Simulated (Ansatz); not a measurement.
A made-up structure of AlBNH4, doublet:

N1  (-1.186, 0.400, -0.681)
B2  (-0.012, 0.398, 0.332)
Al3  (1.752, -1.108, 0.439)
H4  (-1.333, -0.349, -1.505)
H5  (-1.986, 1.168, -0.659)
H6  (-0.003, 1.382, 1.251)
H7  (2.769, -1.890, 0.824)
(Å)

It is relaxed with PBE-D4/def2-SVP and then PBE0-D4/def2-TZVP (Ansatz 0.2.0). Atoms count as bonded within 1.22 times the sum of their covalent radii (H–H: 0.88 Å). The end point is not checked to be a true minimum.

Question: Does its bonding change? (Judge from chemistry; the calculation decides.)

Answer: The calculation gives: No: no bond forms or breaks.

Where it ends: The first stage lowers the energy by 2.00 eV in 9 steps. It ends as AlBNH₄ ([NH2][BH][AlH]):
N1  (-1.073, 0.342, -0.594)
B2  (0.032, 0.400, 0.249)
Al3  (1.860, -0.673, 0.062)
H4  (-1.155, -0.275, -1.383)
H5  (-1.886, 0.923, -0.466)
H6  (-0.025, 1.210, 1.141)
H7  (2.247, -1.927, 0.991)
(Å)

Labels in which every atom is bracketed show which atoms are joined, not bond orders.

For scale, one of the runs: PBE0-D4/def2-TZVP relaxation, 123 basis functions, launched by `ansatz run in.yaml --threads 2 --pin off --events-out ev --progress --plain --max-ram 4352MiB`. Hardware: 2 CPU threads of an Arm Neoverse V2, shared host. Wall time about 23 s.
